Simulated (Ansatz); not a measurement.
# BH− (quartet): wave-function methods side by side, aug-cc-pVDZ

How much of the correlation energy of BH− (quartet) does each wave-function method recover here?

Method: aug-cc-pVDZ, core rule «outside noble gas», up to 1 orbitals frozen; program: Ansatz 0.2.0, Gaussian basis.

The runs, in order: UHF; CCSD(T) on ROHF; CCSD(T) on UHF; BCCD(T) on ROHF; CISD; CCSDT(Q) on ROHF; CCSDT(Q) on UHF; CISDTQ; CASSCF and MRCISD+Q, 5 electrons in 5 orbitals; CASSCF and NEVPT2, 5 electrons in 5 orbitals; Full CI; Full CI, several states.

20 further runs of the same task are left out: 2 for a known fault of the program, 9 that didn't finish, 9 set aside as unsound or not needed.

### Step 1. What is computed

The geometry is a PBE0/def2-TZVPD stationary point (not a proven minimum).

2 atoms, charge -1, spin multiplicity 4.

Atoms are counted from 1 here; the program's logs count them from 0.

Bond lengths: B1–H2 1.206 Å.

### Step 2. UHF

in.yaml reads:

```yaml
crystal:
  periodic: [false, false, false]
  atoms:
    - {symbol: B, position_ang: [0.000000, 0.000000, 0.000000]}
    - {symbol: H, position_ang: [0.000000, 0.000000, 1.205800]}
basis:
  gaussian: {orbitals: aug-cc-pVDZ}
total_charge: -1
magnetization: {spin_polarized: true, initial_magnetization: 3}
hamiltonian: {xc: hf}
output: {orbitals: {seedname: orbitals}}
```

Launch:

```sh
$ ansatz run in.yaml --threads 1 --pin off --events-out ev --progress --plain --max-ram 2393MiB
```

After this run come: CCSD(T) on ROHF; CCSD(T) on UHF; BCCD(T) on ROHF; CISD; CCSDT(Q) on ROHF; CCSDT(Q) on UHF; CISDTQ; CASSCF and MRCISD+Q, 5 electrons in 5 orbitals; CASSCF and NEVPT2, 5 electrons in 5 orbitals; Full CI; Full CI, several states.

**Question.** What will the summary of the whole plan be? Wanted: FCI below the RHF energy; RMP2 from FCI; UMP2 from FCI; RCCSD from FCI; RCCSD(T) from FCI; UCCSD(T) from FCI; RCCSDT(Q) from FCI; UCCSDT(Q) from FCI; NEVPT2 valence from FCI.

**Answer**, as computed:

```
                         quantity                                                                                        value
         FCI below the RHF energy                                                                                   -2.1534 eV
                    RMP2 from FCI                                                                                 +50.8 kJ/mol
                    UMP2 from FCI                                                                                 +51.0 kJ/mol
                   RCCSD from FCI                                                                                  +7.6 kJ/mol
                RCCSD(T) from FCI                                                                                  +2.0 kJ/mol
                UCCSD(T) from FCI                                                                                  +2.0 kJ/mol
               RCCSDT(Q) from FCI                                                                                   0.0 kJ/mol
               UCCSDT(Q) from FCI                                                                                   0.0 kJ/mol
          NEVPT2 valence from FCI                                                                                 +57.7 kJ/mol
        MRCISD+Q valence from FCI                                                                                  +1.7 kJ/mol
levels within 1 kcal/mol (43 meV)  RCCSD(T), UCCSD(T), BCCD(T), RCCSDT, UCCSDT, CISDTQ, RCCSDT(Q), UCCSDT(Q), MRCISD+Q valence
                    T1 diagnostic                                                                                        0.025
   effectively unpaired electrons                                                                                         3.02
```

**Reading.** RCCSD(T) lands +2.0 kJ/mol from the yardstick (1.0 % of the correlation energy). One determinant dominates. Of the multireference levels listed MRCISD+Q valence comes nearest in total energy (+1.7 kJ/mol), which doesn't show that its space is the better one. The next state among those solved, a quartet, lies 1.73 eV up. These misses are within one basis, not against nature; the frozen cores of restricted and unrestricted runs differ, which can shift their rows.
